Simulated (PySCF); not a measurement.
**Worked example: dipole moment from atomic charges**

hydrazine (H4N2), SMILES NN. Atoms are numbered in the order given.

```xyz
6

N      0.7083     0.0978     0.0736
N     -0.7083    -0.0978     0.0736
H      1.1441    -0.7816     0.3186
H      1.0600     0.3861    -0.8341
H     -1.1441     0.7816     0.3186
H     -1.0600    -0.3861    -0.8341
```

Coordinates come from a B3LYP-D3(BJ)/def2-TZVP optimisation.

Charges (e) from CAM-B3LYP/def2-TZVPD run with PySCF:

| atom | ESP fit | IAO |
|---|---|---|
| N1 | -0.653 | -0.508 |
| N2 | -0.653 | -0.508 |
| H3 | 0.343 | 0.266 |
| H4 | 0.310 | 0.242 |
| H5 | 0.343 | 0.266 |
| H6 | 0.310 | 0.242 |

The dipole moment of the full density is 1.95 D.

**Question.** What dipole moment does each set of point charges give, and which comes closer to that of the density?

**Answer.** 
μ = Σ q r, and 1 e Å = 4.8032 D.
ESP fit: Σ q r = (0.000, 0.000, -0.395) e Å, |μ| = 1.90 D.
IAO: Σ q r = (0.000, 0.000, -0.309) e Å, |μ| = 1.48 D.
ESP fit comes closer in size. Point charges leave out the atoms' own dipoles (lone pairs, polarised bonds); fits to the potential absorb them, partitions of the density don't.
